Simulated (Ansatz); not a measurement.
Two isomers of C3H7FO: A = `CC(C)(O)F`, B = `CC(O)CF`.

Calculated with Ansatz (gas phase, PBE0-D4/def2-TZVP geometries, no zero-point term in ΔE). CCSD(T)/CBS is the MP2 limit (def2-TZVPP, def2-QZVPP) plus CCSD(T) − MP2 in def2-TZVPP, frozen cores. DFT in def2-TZVPP. B3LYP here is the variant with VWN-RPA as its local correlation; programs differ in this. One conformer a species, not always the lowest.

A:

Z-matrix (Å, degrees):
```
C
C 1 1.513
H 1 1.091 2 110.1
H 1 1.090 2 110.6 3 120.6
H 1 1.093 2 109.9 3 -120.0
C 2 1.507 1 114.3 3 -62.1
O 2 1.382 1 112.4 3 61.2
F 2 1.400 1 106.4 3 179.4
H 6 1.090 2 109.2 1 -179.0
H 6 1.090 2 110.1 1 -59.1
H 6 1.090 2 110.1 1 61.5
H 7 0.962 2 108.6 1 48.2
```

B:

```xyz
12

C    -1.273    0.275    0.526
C    -0.144   -0.334   -0.271
O     0.175   -1.581    0.308
C     1.067    0.566   -0.278
F     2.083   -0.046   -1.001
H    -0.964    0.439    1.561
H    -1.589    1.227    0.096
H    -2.128   -0.402    0.531
H    -0.464   -0.476   -1.315
H     0.953   -1.921   -0.146
H     0.850    1.528   -0.752
H     1.435    0.724    0.741
```

(1) Which isomer does CCSD(T)/CBS put lower? Give the gap. (An estimate is asked.)

(2) Give E(B) − E(A) in kJ/mol with BLYP-D4, PBE0-D4, B3LYP-D4, CCSD(T)/def2-SVP, CCSD(T)/def2-TZVPP, r2SCAN-D4, ωB97M-V. (An estimate is asked.)

(3) Does the order hold for the free energy at 298.15 K (harmonic terms from PBE0-D4)? (Estimate.)

Largest T1 diagnostic: 0.011.

Results:

(1) Computed: A, by 54.5 kJ/mol.

(2) The calculation gave: BLYP-D4 51.7, PBE0-D4 55.0, B3LYP-D4 52.7, CCSD(T)/def2-SVP 61.0, CCSD(T)/def2-TZVPP 54.6, r2SCAN-D4 59.8, ωB97M-V 56.9. None reverses the order clearly.

(3) Computed: Yes: G(B) − G(A) = +56.5 kJ/mol, for one conformer each.

At CCSD(T), def2-SVP lies +6.5 kJ/mol from the extrapolated value and def2-TZVPP +0.1 kJ/mol. Leaving LDA and LC-ωPBE aside and taking each functional with its dispersion term where it has one, the values spread over 8.1 kJ/mol, from BLYP-D4 to r2SCAN-D4. LDA lies +6.8 kJ/mol from PBE without D4.
